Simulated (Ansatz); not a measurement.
Results of PBEsol (PAW; Ansatz, an electronic-structure program) for NdF[MoO4] (P2₁/c, No. 14; cell taken from a computed entry).

Run with plane-wave cutoff 520 eV, 6×6×4 k mesh (along the axes of the cell as run), Fermi–Dirac smearing 0.01 eV, spin-polarised start, scalar-relativistic PAW data made under PBE.

Cell (relaxed with PBEsol):

```
CELL_PARAMETERS angstrom
      6.82487     0.00000     0.03170
      0.00000     6.54310     0.00000
     -4.24568     0.00000     8.93617
ATOMIC_POSITIONS crystal
  Nd 0.19540 0.62564 0.42279
  Nd 0.80460 0.37436 0.57721
  Nd 0.80460 0.12564 0.07721
  Nd 0.19540 0.87436 0.92279
  Mo 0.66747 0.63500 0.83464
  Mo 0.33253 0.36500 0.16536
  Mo 0.33253 0.13500 0.66536
  Mo 0.66747 0.86500 0.33464
  O  0.44340 0.66071 0.87299
  O  0.55660 0.33929 0.12701
  O  0.55660 0.16071 0.62701
  O  0.44340 0.83929 0.37299
  O  0.21532 0.90112 0.58604
  O  0.78468 0.09888 0.41396
  O  0.78468 0.40112 0.91396
  O  0.21532 0.59888 0.08604
  O  0.55803 0.60425 0.63545
  O  0.44197 0.39575 0.36455
  O  0.44197 0.10425 0.86455
  O  0.55803 0.89575 0.13545
  O  0.83458 0.85856 0.91925
  O  0.16542 0.14144 0.08075
  O  0.16542 0.35856 0.58075
  O  0.83458 0.64144 0.41925
  F  0.97881 0.88251 0.26352
  F  0.02119 0.11749 0.73648
  F  0.02119 0.38251 0.23648
  F  0.97881 0.61749 0.76352
```

### Question
Predict the band gap, smallest direct gap on the k points sampled and direct gap at Γ.

### Answer

- band gap = 0.46 eV
- smallest direct gap on the k points sampled = 0.47 eV
- direct gap at Γ = 0.53 eV

Note: the magnetic order was assumed, not searched for or taken from measurement; the 4f shell is treated without U or exact exchange, so its levels and filling can be wrong.

Spin–orbit coupling is not included.

Static lattice: no zero-point or thermal effects.
